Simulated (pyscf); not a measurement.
Structures and frequencies: ωB97X-D3(BJ)/def2-SVP in PySCF.

Problem. Estimate by transition-state theory the rate constant of hafnium tetrachloride (Cl–Hf(Cl)(Cl)–Cl) + silanol (HO–SiH₃) → hydrogen chloride (HCl) + H₃Si–O–Hf(Cl)(Cl)–Cl (singlet surface; Cl–Hf, H–O broken, Cl–H, Hf–O formed) at 298 K, with ωB97M-D3(BJ)/def2-TZVP energies (ideal gas, 1 atm, RRHO with modes under 100 cm⁻¹ raised to 100, one conformer, R ln 2 for chiral ones without a mode under 150 cm⁻¹; no tunnelling).

Solution. The electronic barrier is 1.8 kcal/mol and the thermal terms add +9.5, so ΔG‡ = 11.3 kcal/mol. With k_BT/h = 6.21e+12 s⁻¹ and RT = 0.592 kcal/mol, and a volume of 4.06e-20 cm³ per molecule at 1 atm, k = 1.3e-15 cm³ molecule⁻¹ s⁻¹. Wigner's tunnelling factor for 501i cm⁻¹ would be 1.24. A shift of 1 kcal/mol in the barrier changes k by a factor 5.4. On the reactant side the descent ends in an adduct with a Hf–O contact, 18.3 kcal/mol under the separated species and 16.7 kcal/mol under the saddle at ωB97X-D3(BJ)/def2-TZVP. On the product side the descent ends in an adduct with a Cl–Hf contact, 5.9 kcal/mol under the separated species and 4.3 kcal/mol under the saddle at ωB97X-D3(BJ)/def2-TZVP. What is counted as formed (Hf–O) is already present as a longer contact in the reactant adduct; forming that adduct is a step of its own. What is counted as broken (Cl–Hf) persists as a longer contact in the product adduct; parting that adduct is a step of its own. At ωB97X-D3(BJ)/def2-TZVP the barrier from the zero used here is -1.7 kcal/mol. One saddle was located; it need not be the lowest between these sides. Elements past Kr carry the def2 core potentials, without spin-orbit coupling.
